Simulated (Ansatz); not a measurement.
# CHBSi: the cost of one run

The runs use Ansatz 0.2.0, Gaussian basis; def2-QZVPP, core rule «outside noble gas», up to 7 orbitals frozen.

Plan: UHF; ROHF; CCSD(T) on UHF.

2 further runs of the same task are left out: 2 set aside as unsound or not needed.

### 1 What is computed

The geometry is a PBE0/def2-TZVP stationary point (not a proven minimum) of the parent state, kept for this charge and spin.

4 atoms, charge 1, spin multiplicity 4.

Atoms are counted from 1 here; the program's logs count them from 0.

Bond lengths: B1–Si2 2.104 Å, B1–C3 1.413 Å, Si2–C3 1.748 Å, Si2–H4 1.507 Å. Angles: Si2–B1–C3 55.5°, B1–Si2–C3 41.8°, B1–Si2–H4 159.6°, C3–Si2–H4 117.8°, B1–C3–Si2 82.7°.

### 2 UHF

The input, in.yaml:

```yaml
crystal:
  periodic: [false, false, false]
  atoms:
    - {symbol: B, position_ang: [0.000000, -0.542119, 1.311636]}
    - {symbol: Si, position_ang: [0.000000, -0.137461, -0.752718]}
    - {symbol: C, position_ang: [0.000000, 0.754866, 0.750494]}
    - {symbol: H, position_ang: [0.000000, 0.649881, -2.037416]}
basis:
  gaussian: {orbitals: "def2-QZVPP.json"}
total_charge: 1
magnetization: {spin_polarized: true, initial_magnetization: 3}
hamiltonian: {xc: hf}
output: {orbitals: {seedname: orbitals}}
```

Started as:

```console
$ ansatz run in.yaml --threads 1 --pin off --events-out ev --progress --plain --max-ram 2393MiB
```

What time and memory should one allow on 1 thread of Arm Neoverse V2, shared host?

About 19 s, with a peak of 0.5 GiB.
